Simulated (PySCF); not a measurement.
## BF and its ions

PBE0; B def2-TZVPPD, F def2-TZVPPD; no relativity (PySCF 2.14). Neutral (UKS): singlet (closed shell), Re = 1.264 Å, ωe = 1412 cm⁻¹, De = 7.76 eV, HOMO -8.03 eV, LUMO -1.07 eV.

BF⁺ (UKS): doublet (σ ↑), Re = 1.212 Å, ωe = 1707 cm⁻¹, De = 5.58 eV to B⁺ + F. The energies at the minima are -124.58059 hartree for BF and -124.18273 for BF⁺.

Question: Work out the adiabatic ionisation energy, without and with harmonic zero-point energies (1 hartree = 27.2114 eV, 1 eV = 8065.5 cm⁻¹), and the change of the bond length.

Answer: At PBE0: 0.39786 hartree = 10.826 eV between the minima; the zero-point term (1707.0 − 1412.0)/2 cm⁻¹ = +0.018 eV makes it 10.845 eV. Re changes by -5.2 pm against the neutral. Minus the HOMO energy is 8.03 eV, -2.80 eV from the value between the minima; self-interaction puts the Kohn–Sham level too high, less so with exact exchange. The electron leaves a σ orbital, and the shorter bond of the ion fits an antibonding orbital, or a change in how ionic the bond is.

For an ion De counts to the pair picked by the measured ionisation energies or electron affinities, which need not be the lowest pair at this level. States were picked by a PBE0 search and need not be the measured ground states.
